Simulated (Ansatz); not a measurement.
This geometry of C$_{2}$H$_{2}$FS (6 atoms, charge 0, multiplicity 2) is a first-order saddle point.

Computed with Ansatz 0.2.0, UKS PBE0-D4/6-31G*.

```xyz
6
Properties=species:S:1:pos:R:3
F 1.469 -0.151 -1.177
C 0.186 -0.320 -0.805
C -0.233 -0.081 0.421
S 0.135 0.515 1.975
H -0.445 -0.678 -1.612
H -1.113 0.716 1.199
```

**Question.** Which two structures does it join? (They come from a converged band through this point; their orientation in space is the band's.)

**Answer.** Bonds broken: S4–H6. Bonds formed: C3–H6.

First end point:

```xyz
6
Properties=species:S:1:pos:R:3
F 1.432 0.065 -1.166
C 0.205 -0.428 -0.916
C -0.438 -0.256 0.220
S -0.039 0.304 1.767
H -0.199 -0.971 -1.766
H -0.961 1.287 1.862
```

Last end point:

```xyz
6
Properties=species:S:1:pos:R:3
F 1.393 -0.395 -0.953
C 0.123 -0.214 -0.661
C -0.304 0.198 0.569
S 0.713 0.531 1.873
H -0.540 -0.426 -1.496
H -1.385 0.305 0.669
```

**Question.** How far does it lie above each of them?

**Answer.** 1.40 eV above the first and 2.86 eV above the second. This is the barrier of this one path; another mechanism may lie lower.

The run took 2.2 min on 2 threads of Arm Neoverse V1, on a shared host, peak memory 0.17 GiB.
